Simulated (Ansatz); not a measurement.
The input, for Ansatz 0.2.0:

```yaml
crystal:
  periodic: [false, false, false]
  atoms:
    - {symbol: Si, position_ang: [0.001602, -0.106967, 1.684797]}
    - {symbol: As, position_ang: [0.000768, 0.043887, -0.678175]}
    - {symbol: H, position_ang: [-1.155151, 0.617883, 2.195288]}
    - {symbol: H, position_ang: [1.149842, 0.555062, 2.225091]}
    - {symbol: H, position_ang: [-0.096433, -1.454571, -0.956256]}
basis:
  gaussian: {orbitals: 6-31G}
magnetization: {spin_polarized: false, initial_magnetization: 2}
correlation: {method: ccsd, electrons: outside_noble_gas}
output: {forces: true}
```

```sh
$ ansatz run in.yaml --threads 1 --pin off --events-out ev --progress --plain --max-ram 2393MiB
```

The program prints:

```
486 factors; integrals over basis functions are off by at most 3.3e-4 eV
mean field evaluation 1: about -68692.0105 eV, gradient 8.5e0 eV
mean field evaluation 2: about -68692.0929 eV, gradient 8.7e0 eV
mean field evaluation 4: about -68692.8165 eV, gradient 1.1e0 eV
mean field evaluation 8: about -68692.8228 eV, gradient 2.6e-1 eV
mean field evaluation 16: about -68692.6552 eV, gradient 2.4e0 eV
mean field evaluation 32: about -68689.0652 eV, gradient 1.0e0 eV
mean field -68692.82391572 eV, -2524.4147172343 hartree, gradient 1.8e-6 eV, S^2 2.000000; 0 other end points of the search recorded, 0 dependent functions left out
mean field evaluation 64: about -68692.0266 eV, gradient 6.9e0 eV
19 core orbitals not correlated: weight in the atoms' cores, before any rotation towards them, 0.999 or more for the frozen orbitals, at most 0.000 for the correlated occupied ones
reference -68692.82391572 eV, -2524.4147172343 hartree; 7, 5 occupied and 22, 24 virtual orbitals, 486 factors
second order -2.36298457 eV of doubles, -0.03853452 eV of singles
cycle   1  -2.92122301 eV  change   -5.2e-1 eV  update   6.6e-2
cycle   2  -3.17006304 eV  change   -2.5e-1 eV  update   2.8e-2
cycle   3  -3.18729237 eV  change   -1.7e-2 eV  update   8.9e-3
cycle   4  -3.18650661 eV  change    7.9e-4 eV  update   3.8e-3
cycle   5  -3.18725104 eV  change   -7.4e-4 eV  update   1.7e-3
cycle   6  -3.18697310 eV  change    2.8e-4 eV  update   5.1e-4
cycle   7  -3.18711323 eV  change   -1.4e-4 eV  update   1.9e-4
cycle   8  -3.18711704 eV  change   -3.8e-6 eV  update   8.6e-5
cycle   9  -3.18706563 eV  change    5.1e-5 eV  update   3.5e-5
cycle  10  -3.18707477 eV  change   -9.1e-6 eV  update   1.5e-5
cycle  11  -3.18707539 eV  change   -6.2e-7 eV  update   6.2e-6
cycle  12  -3.18707596 eV  change   -5.7e-7 eV  update   2.7e-6
cycle  13  -3.18707354 eV  change    2.4e-6 eV  update   1.2e-6
cycle  14  -3.18707359 eV  change   -4.3e-8 eV  update   4.9e-7
the calculation of the forces begins
Total energy: -68696.01098931 eV, -2524.5318400283 hartree
Atom 0 at     0.001602    -0.106967     1.684797 Å, force    -0.491710    -1.190478    -0.206445 eV/Å
Atom 1 at     0.000768     0.043887    -0.678175 Å, force     0.042589     0.434032    -0.833852 eV/Å
Atom 2 at    -1.155151     0.617883     2.195288 Å, force    -1.033539     0.505578     0.482018 eV/Å
Atom 3 at     1.149842     0.555062     2.225091 Å, force     1.504982     0.716913     0.686404 eV/Å
Atom 4 at    -0.096433    -1.454571    -0.956256 Å, force    -0.022322    -0.466045    -0.128125 eV/Å
Dipole moment:     0.004183    -0.138194     0.068435 e Å
```

Forces (eV/Å):
```
Si  -0.492 -1.190 -0.206
As   0.043  0.434 -0.834
H   -1.034  0.506  0.482
H    1.505  0.717  0.686
H   -0.022 -0.466 -0.128
```

Ran on 1 thread of Arm Neoverse V2, shared host: 2.2 s wall, 0.11 GiB peak host memory.
